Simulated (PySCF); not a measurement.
# C2H7N: the cost of one run

The runs use PySCF 2.14.0, with density-fitted response routines of our own; the level of theory stands in each step. All values are computed, except where a source is named. Atoms are numbered from 0 throughout.

**1. Starting geometry**

10 atoms, charge 0, multiplicity 1; geometry from: GFN2-xTB. The atoms were then displaced at random by about 0.01 Å, so the start is not that level's minimum.

Bonds of the start (Å): C0–N1 1.44, N1–C2 1.43, C0–H3 1.07, C0–H4 1.12, C0–H5 1.09, N1–H6 1.02, C2–H7 1.08, C2–H8 1.13, C2–H9 1.10.

**2. Relaxing the molecule at PBE0-D3(BJ)/def2-TZVP**

The job: settings as JSON, then the geometry in Å.

```
{"job": {"xc": "PBE0", "basis": "def2-TZVP", "d3": "d3bj", "grid": 2, "shake": 0.01, "kind": "geom"}, "charge": 0, "multiplicity": 1}
C     -1.187630    -0.074780    -0.044620
N      0.031770     0.646570    -0.285180
C      1.177840    -0.180010    -0.041490
H     -1.240770    -0.881400    -0.750990
H     -2.040810     0.622210    -0.248520
H     -1.306370    -0.445100     0.970270
H      0.087480     1.475250     0.307840
H      1.199110    -1.008300    -0.737730
H      1.234090    -0.580820     1.008820
H      2.095730     0.405450    -0.199460
```

Run with:

```
$ OMP_NUM_THREADS=1 python probes_run.py task.json out
```

This one command runs all jobs of the session in turn.

**Question.** How long does this first job take on 1 thread of Arm Neoverse V2, shared host, and how much memory does it need?

About 31 s, with a peak of 0.61 GiB.
